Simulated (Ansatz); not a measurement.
`N=[CH][AlH2]`, relaxed with RKS PBE0-D4/def2-TZVP in Ansatz 0.2.0 from a PBE-D4/def2-SVP geometry. The force threshold is 0.005 eV/Å; the program also tests the step.

The species carries charge 0 and has multiplicity 1.

Start:

```xyz
7

N    -0.611    1.427    0.228
C    -0.683    0.139    0.145
Al    1.043   -0.768   -0.266
H    -1.542    1.843    0.446
H    -1.654   -0.406    0.299
H     2.341    0.134   -0.496
H     1.107   -2.369   -0.357
```

| step | energy (eV) | largest force (eV/Å) | largest move (Å) |
| --- | --- | --- | --- |
| 1 | -9182.4797 | 1.052 | 0.000 |
| 2 | -9182.5051 | 0.341 | 0.026 |
| 3 | -9182.5071 | 0.031 | 0.008 |
| 4 | -9182.5072 | 0.028 | 0.004 |
| 5 | -9182.5072 | 0.007 | 0.003 |
| 6 | -9182.5073 | 0.004 | 0.002 |

End:

```xyz
7

N    -0.618    1.409    0.229
C    -0.676    0.136    0.142
Al    1.040   -0.760   -0.265
H    -1.530    1.824    0.445
H    -1.633   -0.392    0.293
H     2.326    0.130   -0.494
H     1.092   -2.347   -0.350
```

It took 10 s on 2 threads of an Arm Neoverse V2 on a shared host, with 0.19 GiB of host memory at the peak.
